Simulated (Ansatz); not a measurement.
**NO2+ (triplet): wave-function methods side by side, def2-QZVPP**

The task here is to estimate one member of a computed series from the others.

Method: def2-QZVPP, core rule «outside noble gas», up to 3 orbitals frozen; program: Ansatz 0.2.0, Gaussian basis.

To be run: UHF; ROHF; CCSD(T) on UHF.

## The geometry

The geometry is a PBE0/def2-TZVP stationary point (not a proven minimum) of the parent state, kept for this charge and spin.

3 atoms, charge 1, spin multiplicity 3.

Atoms are counted from 1 here; the program's logs count them from 0.

Bond lengths: O1–N2 1.281 Å, N2–O3 1.281 Å. Angles: O1–N2–O3 113.4°.

Set-up of the first run:

The input, in.yaml:

```yaml
crystal:
  periodic: [false, false, false]
  atoms:
    - {symbol: O, position_ang: [0.000000, -0.213966, 1.070604]}
    - {symbol: N, position_ang: [0.000000, 0.488812, 0.000000]}
    - {symbol: O, position_ang: [0.000000, -0.213966, -1.070604]}
basis:
  gaussian: {orbitals: "def2-QZVPP.json"}
total_charge: 1
magnetization: {spin_polarized: true, initial_magnetization: 2}
hamiltonian: {xc: hf}
output: {orbitals: {seedname: orbitals}}
```

Run with:

```sh
> ansatz run in.yaml --threads 1 --pin off --events-out ev --progress --plain --max-ram 2393MiB
```

Steps of the session up to this table: UHF; ROHF; CCSD(T) on UHF.

One of the session's tables, all rows but one given; the rest of the session is left out.

It belongs to the step «Misses and costs». 

```
  method  from UCCSD(T) (meV)
    ROHF             +18631.5
     UHF                    ?
    UMP2              +1702.9
   UCCSD               +984.4
UCCSD(T)                    0
```

Q: Estimate the row for UHF from the others.

**Answer.** from UCCSD(T) (meV): +18221.8. In the column «from UCCSD(T) (meV)» it lies between UMP2 (+1702.9) and ROHF (+18631.5).
